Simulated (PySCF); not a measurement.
**Complexes of water**

Gas-phase complexes of water, each in one structure from a short search with a few starts, optimised by PBE0-D3(BJ)/def2-SVPD or PBE0-D3(BJ)/def2-TZVPD; other ways of binding may lie lower. Energies in kcal/mol, PBE0-D3(BJ)/def2-TZVPD, counterpoise-corrected (PySCF): interaction is complex less parts frozen as they stand in it, binding adds what it costs to deform them. Contacts are written partner···water; electrostatic, Pauli and orbital are terms of the uncorrected same energy, whose rest is dispersion or correlation.

2 other partners are left out, for which the search missed the form known or expected to bind best.

Frequency runs check only 6 of the 7 structures; an imaginary mode is left, so that the point isn't a minimum, in the complex with boron trichloride (32i cm⁻¹).

**Question.** Order these partners of water by binding energy, strongest first: boron trichloride, chlorine monofluoride, fluoride, hydrogen cyanide, GeH3F, boron trifluoride, Al3+.

**Answer.** Al3+ (-204.5), fluoride (-28.5), boron trifluoride (-9.3), boron trichloride (-7.7), chlorine monofluoride (-6.5), hydrogen cyanide (-5.5), GeH3F (-4.5).
```json
{"partner": "Al3+", "contact": "Al···O", "distance (Å)": "1.73", "binding": "-204.5", "interaction": "-208.3", "electrostatic": "-109.5", "Pauli": "45.8", "orbital": "-143.9"}
{"partner": "fluoride", "contact": "F···H", "distance (Å)": "1.35", "binding": "-28.5", "interaction": "-34.5", "electrostatic": "-48.5", "Pauli": "50.3", "orbital": "-36.1"}
{"partner": "boron trifluoride", "contact": "B···O", "distance (Å)": "1.73", "binding": "-9.3", "interaction": "-24.6", "electrostatic": "-60.3", "Pauli": "82.1", "orbital": "-45.9"}
{"partner": "boron trichloride", "contact": "B···O", "distance (Å)": "1.64", "binding": "-7.7", "interaction": "-27.6", "electrostatic": "-87.7", "Pauli": "140.9", "orbital": "-79.6"}
{"partner": "chlorine monofluoride", "contact": "Cl···O", "distance (Å)": "2.41", "binding": "-6.5", "interaction": "-6.7", "electrostatic": "-15.1", "Pauli": "19.8", "orbital": "-11.0"}
{"partner": "hydrogen cyanide", "contact": "H···O", "distance (Å)": "2.02", "binding": "-5.5", "interaction": "-5.5", "electrostatic": "-7.5", "Pauli": "5.1", "orbital": "-2.8"}
{"partner": "GeH3F", "contact": "F···H", "distance (Å)": "2.00", "binding": "-4.5", "interaction": "-4.6", "electrostatic": "-7.4", "Pauli": "5.8", "orbital": "-2.4"}
```

Multiply charged ions in the gas phase bind far more strongly than in solution.
